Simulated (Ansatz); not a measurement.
BH₂S, SMILES `[BH]S` radical. The species carries charge 0 and has multiplicity 2. The geometry is a stationary point of PBE0-D4/def2-TZVP.

```xyz
4

B     0.305    0.819    0.276
S    -0.886   -0.398    0.597
H     1.178    0.907   -0.524
H    -0.597   -1.328   -0.349
```

What is the dipole moment at r2SCAN/def2-TZVPP? (Estimate.)

The calculation gave: 1.36 D, with components (0.09, -1.06, -0.84) D in this frame, pointing from negative to positive charge.

And with PBE, B3LYP, ωB97M-V? (Estimate.)

The calculation gave: PBE 1.40 D, B3LYP 1.35 D, ωB97M-V 1.39 D.

Give the Mulliken charges with r2SCAN, PBE, B3LYP in def2-TZVPP. (Best estimate.)

Ansatz gave: 
```json
{"atom": "B1", "r2SCAN": "-0.07", "PBE": "-0.07", "B3LYP": "-0.08"}
{"atom": "S2", "r2SCAN": "-0.06", "PBE": "-0.07", "B3LYP": "-0.08"}
{"atom": "H3", "r2SCAN": "0.04", "PBE": "0.05", "B3LYP": "0.06"}
{"atom": "H4", "r2SCAN": "0.09", "PBE": "0.10", "B3LYP": "0.10"}
```

B3LYP here is the variant with VWN-RPA as its local correlation; programs differ in this.
